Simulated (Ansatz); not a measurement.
Molecule (SMILES): N#[N+][O-].
Atoms: N1, N2, O3. Bonds: N1-N2, N2-O3.

Basis-set convergence of the highest harmonic wavenumber at HF with Ansatz (a first-principles code). Each level at its own minimum, finite differences of forces, unscaled; the reference is a large set that could be run, not a limit. All functions are spherical. The program fits the integrals of some runs and decomposes those of others, by size. No added dispersion term, no relativity. Reference: the value in def2-QZVPP, 2602 cm⁻¹, itself unsure by roughly 1 cm⁻¹ (its mean distance from cc-pVQZ, aug-pcseg-2, aug-cc-pVTZ). Deviations are taken from unrounded values.

```csv
basis,functions,highest harmonic wavenumber (cm⁻¹)
cc-pVDZ,42,2633
aug-cc-pVDZ,69,2610
def2-SVP,42,2676
def2-SVPD,63,2662
pcseg-1,42,2620
aug-pcseg-1,69,2614
6-311G**,54,2616
6-311+G**,66,2608
cc-pVTZ,90,2608
aug-cc-pVTZ,138,2602
pcseg-2,90,2600
aug-pcseg-2,138,2599
def2-TZVPP,93,2605
def2-TZVPPD,114,2605
```

What the diffuse functions change, pair by pair:
- cc-pVDZ to aug-cc-pVDZ: 27 more functions, deviation 30 to 8 cm⁻¹
- def2-SVP to def2-SVPD: 21 more functions, deviation 74 to 59 cm⁻¹
- pcseg-1 to aug-pcseg-1: 27 more functions, deviation 18 to 12 cm⁻¹
- 6-311G** to 6-311+G**: 12 more functions, deviation 14 to 5 cm⁻¹
- cc-pVTZ to aug-cc-pVTZ: 48 more functions, deviation 6 to -1 cm⁻¹
- pcseg-2 to aug-pcseg-2: 48 more functions, deviation -2 to -3 cm⁻¹
- def2-TZVPP to def2-TZVPPD: 21 more functions, deviation 3 to 3 cm⁻¹

They bring the value nearer the reference by more than 1 cm⁻¹ in 5 of 7 pairs.
